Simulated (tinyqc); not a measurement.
Extended Hueckel theory, for CO, step by step. One step of it, computed by the program tinyqc.

Task: Mulliken analysis. P = C n C^T; charge = valence electrons (O 6, C 4) minus the sum of (P S)_ii on the atom; overlap population = 2 sum P_ij S_ij between two atoms.

coefficients:
```
              MO1        MO2        MO3       MO4        MO5        MO6        MO7        MO8
1C 2s    0.255534   0.653706   0.000000  0.000000   0.415874   0.000000   0.000000  -1.375523
1C 2px   0.000000   0.000000  -0.010190  0.312098   0.000000   0.821039   0.594420   0.000000
1C 2py   0.000000   0.000000   0.312098  0.010190   0.000000  -0.594420   0.821039   0.000000
1C 2pz  -0.007929  -0.344082   0.000000  0.000000  -0.556175   0.000000   0.000000  -1.441575
2O 2s    0.851893  -0.324392   0.000000  0.000000   0.018345   0.000000   0.000000   1.569847
2O 2px   0.000000   0.000000  -0.027791  0.851155   0.000000  -0.512104  -0.370756   0.000000
2O 2py   0.000000   0.000000   0.851155  0.027791   0.000000   0.370756  -0.512104   0.000000
2O 2pz   0.029239  -0.531578   0.000000  0.000000   0.730717   0.000000   0.000000  -0.974928
```

occupations: 2.000000  2.000000  2.000000  2.000000  2.000000  0.000000  0.000000  0.000000

overlap S, lower triangle:
```
            1C 2s    1C 2px    1C 2py     1C 2pz     2O 2s    2O 2px    2O 2py    2O 2pz
1C 2s    1.000000
1C 2px   0.000000  1.000000
1C 2py   0.000000  0.000000  1.000000
1C 2pz   0.000000  0.000000  0.000000   1.000000
2O 2s    0.507238  0.000000  0.000000   0.556690  1.000000
2O 2px   0.000000  0.333273  0.000000   0.000000  0.000000  1.000000
2O 2py   0.000000  0.000000  0.333273   0.000000  0.000000  0.000000  1.000000
2O 2pz  -0.359461  0.000000  0.000000  -0.252858  0.000000  0.000000  0.000000  1.000000
```

Give: charges; Overlap populations.

Result:

charges: 1C 0.8108, 2O -0.8108

Overlap populations:
```
pair     value
2-1   1.224949
```
